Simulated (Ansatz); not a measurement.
Results of PBE0 (Ansatz, an electronic-structure program, PAW) for Li₂PbGeS₄ (I-42m, No. 121; cell taken from a computed entry).

The input as run:

Ansatz 0.2 input:
```yaml
crystal:
  lattice:
    - [-3.2487087206, 3.2487087206, 3.8392118033]
    - [3.2487087206, -3.2487087206, 3.8392118033]
    - [3.2487087206, 3.2487087206, -3.8392118033]
  atoms:
    - { symbol: Li, position: [0.75, 0.25, 0.5] }
    - { symbol: Li, position: [0.25, 0.75, 0.5] }
    - { symbol: Ge, position: [0.5, 0.5, 0.0] }
    - { symbol: Pb, position: [0.0, 0.0, 0.0] }
    - { symbol: S, position: [0.4669269083, 0.8637697703, 0.0] }
    - { symbol: S, position: [0.1362302297, 0.1362302297, 0.603157138] }
    - { symbol: S, position: [0.8637697703, 0.4669269083, 0.0] }
    - { symbol: S, position: [0.5330730917, 0.5330730917, 0.396842862] }
basis:
  ecutwfc: 460
  ecutrho_ratio: 4
  xc_grid: 2
kpoints:
  mp_grid: { grid: [6, 6, 6] }
  band_path: { path: [[0, 0, 0], [-0.375384, 0.375384, 0.375384]], npoints: 1 }
hamiltonian:
  xc: pbe0
  dispersion: none
  pseudopotentials: { kind: paw }
scf:
  occupations: { method: fermi_dirac, width: 0.01 }
  convergence: { dr2_threshold: 0.0000000008 }
output:
  forces: true
  stress: true
  eigenvalues: true
  write_bands: true
```

The run printed, among other lines:

```
WARN output.stress: scf.exx.energy_threshold = 1e-6 eV is looser than the 8e-8 eV advised for a stress under a hybrid functional (1e-8 eV for each atom of the …
Crystal: 8 atoms, lattice volume = 162.078 Å³
Basis set: ecut = 460 eV, 3625 PW (Γ), exchange–correlation on 90×90×90 points (8 copies of the dense FFT grid, shifted against one another)
Bands: 37, of which v1, the nominal top of the filled ones, is band 29 counted from 1 (28 counted from 0)
Symmetry: 8 space group operations
Space group: I-42m (ITA 121), of the structure as read, at distance tolerance 5.5e-5 Å
k-points: 30 of 216 (time reversal used)
Functional: x = pbe(κ = 0.804, μ = 0.2195149727645171), c = pbe(β = 0.06672455060314922), warm-up for x = 0.75 pbe(κ = 0.804, μ = 0.2195149727645171) + 0.25 exact, c = pbe(β = 0.06672455060314922)
SCF iter   1: F=—  HF=-20225.552434 eV  |F-HF|=—  |Δ(HF+E_count)|=         —  Δρ=9.80e-4  dr2=1.19e-3
SCF iter   2: F=-20225.553514 eV  HF=-20225.553187 eV  |F-HF|=3.27e-4  |Δ(HF+E_count)|=   7.53e-4  Δρ=4.41e-4  dr2=1.62e-4
Crystal: 8 atoms, lattice volume = 162.078 Å³
Initial density: handed on by an earlier stage of this run
Functional: x = 0.75 pbe(κ = 0.804, μ = 0.2195149727645171) + 0.25 exact, c = pbe(β = 0.06672455060314922)
  ...
Crystal: 8 atoms, lattice volume = 162.078 Å³
SCF iter   5: F=—  HF=-20230.430657 eV  |F-HF|=—  |Δ(HF+E_count)|=   3.39e-8  Δρ=1.28e-6  dr2=2.94e-9
SCF iter   6: F=-20230.430657 eV  HF=-20230.430657 eV  |F-HF|=4.47e-10  |Δ(HF+E_count)|=  7.86e-10  Δρ=3.42e-7  dr2=6.94e-10
SCF 3 converged in 6 iterations: F = -20230.430657 eV  dr2 = 6.94e-10
Free energy (F): -20230.430657 eV
Internal energy: -20230.430657 eV  (E = F + TS)
E sigma→0 (E₀):  -20230.430657 eV
Fermi energy:    6.492951 eV
--- Forces (eV/Å), atoms counted from 1 ---
  atom   1  Li     0.00000000    -0.00000000     0.00000000
  atom   2  Li     0.00000000     0.00000000     0.00000000
  atom   3  Ge     0.00000000     0.00000000     0.00000000
  atom   4  Pb     0.00000000     0.00000000    -0.00000000
  atom   5  S     -0.13481536     0.13481536    -0.15233983
  atom   6  S      0.13481536     0.13481536     0.15233983
  atom   7  S      0.13481536    -0.13481536    -0.15233983
  atom   8  S     -0.13481536    -0.13481536     0.15233983
--- Stress (GPa, compression-positive) ---
        0.684271       0.000000       0.000000
       -0.000000       0.684271      -0.000000
        0.000000      -0.000000       0.961037
  P = ⅓ Tr σ = 0.7765 GPa (7.765 kbar)
```

The PAW data were made under PBE.

Note: cell and atoms aren't relaxed at this level (largest force component 0.15 eV/Å, pressure 0.8 GPa).
